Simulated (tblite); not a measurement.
Compound: H₄OSSi.
Z-matrix (Å and degrees, GFN2-xTB geometry), rows numbered from 1:
```
O 
Si  1  1.6188
S   2  2.1574  1  110.81
H   1  0.9544  2  123.56  3    53.73
H   2  1.4511  1  113.55  3  -114.96
H   2  1.4479  1  102.23  3   117.01
H   3  1.3246  2   96.21  1    54.08
```

Calculated harmonic vibrations of the isolated species, GFN2-xTB (tblite), most abundant isotopes, no scaling. The method is semi-empirical: single wavenumbers can be off by several per cent or more. Modes of hydrogen on silicon and sulfur can be 10 to 20 % off. One conformer, not necessarily the lowest.

Harmonic wavenumbers (cm⁻¹): 138.1, 194.1, 290.1, 493.0, 495.8, 597.4, 683.7, 740.8, 755.4, 782.4, 913.7, 2362.2, 2393.0, 2468.3, 3649.2.

A = 18302, B = 3904, C = 3417 MHz; mass 79.975 u (most abundant isotopes); point group C1, symmetry number 1.

**Question.** Zero-point energy?

**Answer.** ½Σν̃ = 8479 cm⁻¹ = 24.24 kcal/mol.

**Question.** Entropy at 200 K, 1 bar (ideal gas, RRHO, classical rotation)?

**Answer.** Translation 37.09, rotation 23.50, vibration 5.36: S = 66.0 cal/(mol K).

**Question.** And Cp and H(200 K) − H(0)?

**Answer.** Cp = 16.15 cal/(mol K), of which vibrations give 8.20 (their classical limit is 15 R = 29.8); H(200 K) − H(0) = 2.27 kcal/mol without the zero-point energy, 0.68 from vibrations.

**Question.** What must be added to the electronic energy to get the Gibbs energy at 200 K and 1 bar?

**Answer.** ZPE + [H(200 K) − H(0)] − T·S = 24.24 + 2.27 − 13.19 = 13.32 kcal/mol.

**Question.** How do the functions run with temperature in this model?

**Answer.** 
```json
{"T (K)": "100", "S (cal/(mol K))": "56.7", "Cp (cal/(mol K))": "11.2", "H − H(0) (kcal/mol)": "0.91", "G − H(0) (kcal/mol)": "-4.76", "ln q(vib)": "0.23"}
{"T (K)": "300", "S (cal/(mol K))": "73.4", "Cp (cal/(mol K))": "20.5", "H − H(0) (kcal/mol)": "4.12", "G − H(0) (kcal/mol)": "-17.89", "ln q(vib)": "1.90"}
{"T (K)": "500", "S (cal/(mol K))": "85.2", "Cp (cal/(mol K))": "25.6", "H − H(0) (kcal/mol)": "8.80", "G − H(0) (kcal/mol)": "-33.81", "ln q(vib)": "3.87"}
{"T (K)": "800", "S (cal/(mol K))": "98.2", "Cp (cal/(mol K))": "29.5", "H − H(0) (kcal/mol)": "17.11", "G − H(0) (kcal/mol)": "-61.42", "ln q(vib)": "6.60"}
{"T (K)": "1000", "S (cal/(mol K))": "104.9", "Cp (cal/(mol K))": "31.2", "H − H(0) (kcal/mol)": "23.19", "G − H(0) (kcal/mol)": "-81.75", "ln q(vib)": "8.21"}
```

q(vib) and H(0) count from the zero-point level.

Hindered rotation and anharmonicity are outside this model. Other conformers, if any are populated, would add a mixing term that is left out. The structure is chiral; the term R ln 2 for an equal mix with its mirror image is left out.
